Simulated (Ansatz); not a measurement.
# HGeP, triplet: the ladder up to UCCSDT(Q)

Geometry: a PBE0/def2-TZVP stationary point for this spin, not checked as a minimum.

```xyz
3

Ge    0.0000   -0.0317    0.6858
P     0.0000    0.0234   -1.6341
H     0.0000    1.5630    0.7900
```

Basis cc-pVDZ; Ansatz 0.2.0. Only valence electrons are correlated (noble-gas cores and the filled d shells of p-block atoms frozen), which leaves 10 electrons in 31 orbitals. Prefix R: restricted or restricted open-shell reference; prefix U: unrestricted. Active spaces: valence = (10e, 9o) chosen from the atoms' valence shells. No spin–orbit coupling is included, and no scalar relativity.

Full CI isn't at hand for all of this; UCCSDT(Q) serves as the reference, and is uncertain by about the last step of the cluster series. The frozen core follows each run's orbitals, which can shift R against U totals by a few meV for light atoms and by up to 0.1 eV past Ca.

* UHF ⟨S²⟩: 2.227
* ⟨S²⟩ of the determinant under UCCSD: 2.019
* T1 diagnostic (RCCSD): 0.0284
* largest doubles amplitude (RCCSD): 0.050
* T1 diagnostic (UCCSD): 0.0260

```json
{"level": "UMP2", "E − E(RHF) (eV)": "-4.2052"}
{"level": "UCCSD", "E − E(RHF) (eV)": "-5.2358"}
{"level": "UCCSD(T)", "E − E(RHF) (eV)": "-5.3931"}
```

Q: Estimate how far UCCSDT(Q) in cc-pVDZ lies from UCCSD(T). The table doesn't fix it; the size of (T) and the diagnostics are the guide.

A: UCCSDT(Q) in cc-pVDZ lies 1.84 mEh below UCCSD(T), which is 32 % of the (T) step (-5.78 mEh). The diagnostics give no warning, yet the rest is a sizeable part of (T). The miss exceeds 1 kcal/mol.

The other levels:

```tsv
level	E − E(UCCSDT(Q)) (mEh)	share of correlation (%)	wall time
UCCSDT	0.42	99.79	–
```

The correlation energy at UCCSDT(Q), counted from RHF, is -5.443 eV. That run took 32 s on 1 thread of Arm Neoverse V2, shared host.

Run but not shown, since their state or frozen core can't be matched to the reference's or they repeat it: RHF, UHF, RMP2, CISD, RCCSD, RCCSD(T), BCCD(T), RCCSDT, RCCSDT(Q), CASSCF (valence space), NEVPT2 (valence space), MRCISD (valence space), MRCISD+Q (valence space).

Times hold each run's SCF and search for its determinant on a shared host, so for small cases they say little of a method's own cost; they ran on 1 thread of Arm Neoverse V2.

Natural occupations of CASSCF (valence space) about the gap: 1.990 1.980 1.968 1.929 1.004 0.998 0.065 0.036 0.030; effectively unpaired electrons, Σ n²(2−n)², 2.05.
